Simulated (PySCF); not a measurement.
Silicon: a sound run and one with changed settings

Sound run: Si [Ne] 3s2 3p2, Si+ [Ne] 3s2 3p1. Computed with PySCF 2.14 in cc-pV(D+d)Z, with the non-relativistic Hamiltonian (point nucleus). In the sound run the correlated levels freeze [Ne]. The sound run starts from symmetry-adapted Hartree-Fock orbitals and uses a fine grid where one is needed.

Changed run: initial guess 1e, at most 50 SCF cycles.

| species | method | sound run (hartree) | changed run (hartree) | converged |
| --- | --- | --- | --- | --- |
| Si | UHF | -288.85023 | -288.85023 | yes |
| Si | MN15 | -289.23493 | -289.23493 | yes |
| Si | CCSD(T) | -288.91643 | -288.91643 | yes |
| Si+ | TPSS | -289.08476 | -289.08476 | yes |
| Si+ | MP2 | -288.60462 | -288.60462 | yes |

Here the plain start reaches the same solutions.
